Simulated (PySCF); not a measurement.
Species: ethenylcyclopropane, C₅H₈.
Structure used (GFN2-xTB), in Å, numbered top down from 1:
```
atom  x, y, z in Å
C1     2.2468   -0.1495   -0.1725
C2     1.0159   -0.3128    0.2835
C3    -0.1831    0.2564   -0.3459
C4    -1.3307    0.7087    0.5207
C5    -1.4758   -0.5186   -0.3152
H6     2.4496    0.4291   -1.0587
H7     3.0998   -0.5850    0.3181
H8     0.8389   -0.8982    1.1768
H9     0.0164    0.8379   -1.2381
H10   -1.8644    1.6009    0.2311
H11   -1.2322    0.5889    1.5892
H12   -2.1091   -0.4801   -1.1882
H13   -1.4764   -1.4772    0.1814
```

NICS is the negative of the GIAO shielding at a point without a nucleus: at the ring centre (0) and 1 Å above and below it (1); zz is the component along the ring normal. Level: GIAO PBE0/pcSseg-1 (PySCF, non-relativistic, gas phase) on the GFN2-xTB geometry, one conformer.

Ring bond lengths (Å), with Mayer bond orders in brackets: C3–C4 1.508 (0.93), C4–C5 1.492 (0.97), C5–C3 1.508 (0.93).

Task: What do the NICS probes read (ppm)?

Result: 
```tsv
ring	type	NICS(0)	NICS(1), two faces	NICS(1)zz, two faces	rms pucker (Å)	centre to ring atoms, mean (Å)
C3–C4–C5	3-membered carbocycle; formal bonds all single	-42.9	-8.5 / -8.0	-23.6 / -22.5	0.00	0.87
```

Task: What can be read from them?

Result: 
- C3–C4–C5: mean NICS(1)zz -23.0 ppm, shielded. C3, C4, C5 have four or more neighbours, and the NICS criterion for π rings isn't applied. A hydrogen on C3, outside the ring, lies only 1.44 Å from a NICS(1) probe, which then mostly feels that atom. NICS(0) lies 35 ppm below the mean NICS(1).

Task: Give the inner angles of the rings and the Hirshfeld charges of the ring atoms.

Result: 
- C3–C4–C5: C3 59.3° (-0.039 e), C4 60.3° (-0.088 e), C5 60.3° (-0.087 e); sum 180.0° against 180° for a flat convex ring.

Task: What are the shieldings of the ring atoms and their hydrogens in the same run (means over atoms taken as equivalent)?

Result: 
```tsv
atoms	environment	σ isotropic (ppm)	principal values of the symmetric part, first atom (ppm)
C3	allylic carbon	166.8	129.8, 150.7, 219.8
C4 (×2)	three-membered-ring carbon	177.8	148.0, 177.0, 208.3
H9	methine hydrogen	30.37	24.2, 28.7, 38.2
H10 (×2)	methylene hydrogen	30.97	25.4, 27.0, 40.6
H11 (×2)	methylene hydrogen	31.41	25.8, 28.4, 40.0
```

Hardware: one thread of an Arm Neoverse V1, shared host. Cost: 9.5 s of wall time, 0.55 GiB resident at most. This is the whole shielding run at PBE0/pcSseg-1, SCF included.
